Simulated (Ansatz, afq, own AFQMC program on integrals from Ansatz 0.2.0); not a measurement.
# NHO, triplet in cc-pVDZ, levels against CCSDT(Q)

```yaml
atoms:
  - { symbol: N, position_ang: [0.0000, -0.0590, 0.7269] }
  - { symbol: O, position_ang: [0.0000, 0.1003, -0.5734] }
  - { symbol: H, position_ang: [0.0000, -0.7728, -0.9996] }
```

Connectivity, by distances: N–OH.

Basis cc-pVDZ. Noble-gas cores (and the filled d shells of Ga–Kr and In–Xe) are frozen. AFQMC by an in-house program on the Cholesky factors that Ansatz 0.2.0 writes for its CCSD(T) run. ph-AFQMC/CISD is guided by a CISD state made of CCSD amplitudes; releasing the constraint for a short imaginary time cuts its bias at the price of noise, slowly where states lie close. Free projection: walkers drawn from exp(T), propagated without any constraint. Its projection time is finite, and what remains of the start isn't in its error. ± is one standard error of the sampling.

Determinant: UHF, the one that the program's search chose, which needn't be the lowest solution. The geometry is a point of a scan.

No full CI on the walks' own integrals is used here; CCSDT(Q) serves as the reference and is uncertain by about the last step of the cluster series.

Cautions: lower spins were not checked.

* T1 diagnostic: 0.0221
* weight of the determinant in the CISD state: 0.904
* ⟨S²⟩ of the determinant: 2.018
* size of the correlated space: 12 electrons in 31 orbitals

```csv
level,correlation energy (eV)
MP2,-7.9330
CCSD,-8.5011
CCSD(T),-8.6996
```

Q: Estimate where free-projection AFQMC lies against CCSD(T) on the same integrals.

A: 26.8 ± 16.3 meV below CCSD(T). The gap is under twice the noise, so this walk alone can't tell the two apart.

Reference: CCSDT(Q), correlation energy -8.738 eV. The released energy is read at 2.40 1/Eh (meV from the phaseless value at times in 1/Eh: -4 ± 12 at 0.24, -8 ± 13 at 0.51, -3 ± 14 at 0.99, 1 ± 21 at 1.62, -16 ± 24 at 2.40).

| level | E − E(reference) (meV) | share of correlation (%) |
| --- | --- | --- |
| CCSD(T) | 38.8 | 99.56 |
| CCSDT | 21.4 | 99.75 |
| ph-AFQMC/HF | -72.4 ± 71.3 | 100.83 |
| ph-AFQMC/CISD | 14.8 ± 13.4 | 99.83 |
| released AFQMC | -0.8 ± 24.4 | 100.01 |
| free AFQMC | 11.9 ± 16.3 | 99.86 |

Free projections are given only where their last times agree within the noise and don't stop above the reference; a slow remainder of the start can still hide under it. A walk keeps the symmetry of its determinant, which the program's search chose and which needn't be the lowest solution, so a lower state of the same spin and another symmetry isn't excluded. Released energies are given only where the last usable release times agree within the noise; a slower fall can still hide under it.
